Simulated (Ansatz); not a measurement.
Reaction (hydrogenolysis of a C–O bond): `C=CC(=S)OC` + H₂ → `C=CC=S` + CH₃OH

Program: Ansatz. Geometries: PBE0-D4/def2-TZVP. ΔE: electronic, gas phase. CCSD(T)/CBS is the MP2 limit (def2-TZVPP, def2-QZVPP) plus CCSD(T) − MP2 in def2-TZVPP, frozen cores. This one scheme is used for every species. Each species was taken in one conformer, which may not be the lowest.

```json
{"species": "`C=CC(=S)OC`", "CCSD(T)/CBS(def2) energy (Eh)": "-628.72812"}
{"species": "H₂", "CCSD(T)/CBS(def2) energy (Eh)": "-1.17544"}
{"species": "`C=CC=S`", "CCSD(T)/CBS(def2) energy (Eh)": "-514.29239"}
{"species": "CH₃OH", "CCSD(T)/CBS(def2) energy (Eh)": "-115.61712"}
```

Problem. Work out ΔE.

Solution. ΔE = (-514.29239) + (-115.61712) − (-628.72812) − (-1.17544) = -0.00595 Eh = -15.6 kJ/mol.

Problem. What do rigid-rotor, harmonic-oscillator terms from PBE0-D4/def2-TZVP frequencies (298.15 K, 1 bar) make of the CCSD(T)/CBS value? (Best estimate.)

Solution. Computed: ΔZPE = +19.9 kJ/mol, ΔH = +1.0 kJ/mol, ΔS = 55 J/(mol·K), ΔG = -15.3 kJ/mol.

Largest T1 diagnostic among the species: 0.016.

At CCSD(T), def2-SVP lies +12.3 kJ/mol from the extrapolated value and def2-TZVPP +1.1 kJ/mol. In def2-TZVPP, CCSD(T) changes the Hartree–Fock value by +22.6 kJ/mol (the triples alone add +7.6 kJ/mol) and MP2 by +30.3 kJ/mol. From BLYP to BHLYP (50 % exact exchange), in def2-TZVPP and without D4, ΔE moves by −5.9 kJ/mol.
